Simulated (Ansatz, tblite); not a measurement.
Cost and result up the ladder for B2C⁻ (3 atoms). Charge -1, multiplicity 2. Geometry: PBE0-D4/def2-TZVPD.

Cartesian coordinates in Å:
```
B -0.128 -0.153 -0.927
B -0.575 0.192 0.730
C 0.702 -0.039 0.198
```

Ansatz on 4 threads of Arm Neoverse V2 on a shared host; xTB runs through tblite on one thread. Times are rough, summed over both states, and most runs start from the orbitals of an earlier one. B2PLYP/def2-TZVPD serves as the yardstick here, not as an exact answer. The other state is a quartet at its own geometry.

The xTB rows come from tblite. Correlated methods freeze 3 core orbitals. In CCSD on the charge -1 doublet the largest single amplitude is 0.20, so its Hartree–Fock determinant may place the open shell otherwise than the density functionals do. The structure comes from a short search, and lower isomers may exist.

Run but left out: HF/STO-3G, HF/def2-TZVPD, HF/def2-TZVPPD, MP2/def2-TZVPD, MP2/def2-TZVPPD (doublet: ⟨S²⟩ 1.08 to 1.36, where a pure state has 0.75).

Correlated methods converge slowly with the basis.

xTB has no spin-polarisation term.

| level | functions | quartet − doublet (eV) | difference from B2PLYP/def2-TZVPD (eV) | remarks |
| --- | --- | --- | --- | --- |
| B2PLYP/def2-TZVPD | 111 | 1.78 | 0.00 | – |
| PBE-D4/def2-TZVPD (with forces) | 111 | 1.60 | -0.18 | HOMO above zero (doublet), HOMO above zero (quartet) |
| r2SCAN-D4/def2-TZVPD | 111 | 1.37 | -0.41 | HOMO above zero (doublet), HOMO above zero (quartet) |
| GFN1-xTB | 12 | 1.24 | -0.55 | – |
| PBE0-D4/def2-TZVPD | 111 | 1.48 | -0.30 | HOMO above zero (quartet) |
| revPBE-D4/def2-TZVPD | 111 | 1.55 | -0.23 | HOMO above zero (doublet), HOMO above zero (quartet) |
| r2SCANh-D4/def2-TZVPD | 111 | 1.35 | -0.43 | HOMO above zero (quartet) |
| r2SCAN0-D4/def2-TZVPD | 111 | 1.32 | -0.47 | HOMO above zero (quartet) |
| PBE-QIDH/def2-TZVPD | 111 | 1.52 | -0.26 | spin-contaminated (⟨S²⟩ 0.86) (doublet) |
| GFN2-xTB | 12 | 1.02 | -0.77 | – |
| CCSD(T)/def2-TZVPPD | 111 | 1.75 | -0.03 | large T1 (0.067) (doublet), spin-contaminated (⟨S²⟩ 1.08) (doublet) |
| RPA@PBE/def2-TZVPD | 111 | 1.81 | 0.03 | – |

**Question.** Estimate how long each takes.

**Answer.** GFN1-xTB 0.002 s; GFN2-xTB 0.002 s; revPBE-D4/def2-TZVPD 1.2 s; PBE-D4/def2-TZVPD (with forces) 1.4 s; RPA@PBE/def2-TZVPD 1.6 s; PBE0-D4/def2-TZVPD 1.8 s; B2PLYP/def2-TZVPD 2 s; PBE-QIDH/def2-TZVPD 2.3 s; r2SCAN-D4/def2-TZVPD 2.7 s; r2SCANh-D4/def2-TZVPD 2.9 s; r2SCAN0-D4/def2-TZVPD 4 s; CCSD(T)/def2-TZVPPD 4.9 s. On shared hardware such times vary by a factor of up to 3.
